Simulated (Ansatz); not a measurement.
**Active spaces for C2H6, singlet**

Computed with Ansatz's Gaussian-basis code (development build); NEVPT3, NEVPT4(SD), MRCISD by development code. Basis cc-pVTZ, nonrelativistic, 2 orbitals frozen in the corrections. State-specific CASSCF; RHF is the lowest restricted (open-shell) Hartree–Fock solution met. Letters tell apart solutions met in one space. On stretched bonds single-reference methods can fail or change state. No symmetry is imposed, so a solution can break that of the shape. Lower solutions, or ones in other orbitals, may exist.

Geometry. A bond is stretched, to 1.63 times the sum of the covalent radii.

```xyz
8

C     0.0000    0.1074   -0.7421
C     0.0000   -0.0424    0.7750
H     0.0000   -1.4530   -1.5312
H    -0.8824    0.6532   -1.0852
H     0.8824    0.6532   -1.0852
H     0.0000    0.9329    1.2682
H    -0.8824   -0.5882    1.1180
H     0.8824   -0.5882    1.1180
```

CASSCF less RHF, in eV, and natural occupations:

```csv
CAS,CASSCF,occupations
"(2,2) a",-1.055,"1.89, 0.11"
"(2,2) b",-0.445,"1.98, 0.02"
```

(1) What totals less RHF do the corrections give on each solution?

(2) In CAS(2,2), is the solution lowest in CASSCF also lowest after SC-NEVPT2?

(3) How do single-reference totals in the same basis and frozen core stand against SC-NEVPT2 in CAS(2,2) a?

(4) Roughly how much CPU time does a whole run from the default start take (median of such runs, summed over threads; nearly all runs on one pinned thread of a shared server, mostly Xeon at 2.3 to 2.6 GHz, by a development driver)?

Results:

(1) 

```csv
CAS,SC-NEVPT2,FIC-NEVPT2,NEVPT3,NEVPT4(SD),MRCISD
"(2,2) a",-10.411,-10.413,-11.191,-11.486,-10.416
"(2,2) b",-10.139,-10.140,-10.974,-11.405,-10.149
```

(2) Yes: (2,2) a stays lowest, 0.27 eV under the next.

(3) CCSD(T) -1.234 eV. Coupled cluster stands on the determinant that it favours, which can lie over the RHF solution above, and is in doubt where the occupations are far from 0, 1 and 2.

(4) CAS(2,2) a: about 4.7 s. Other jobs ran beside these, and the count of passes differs.
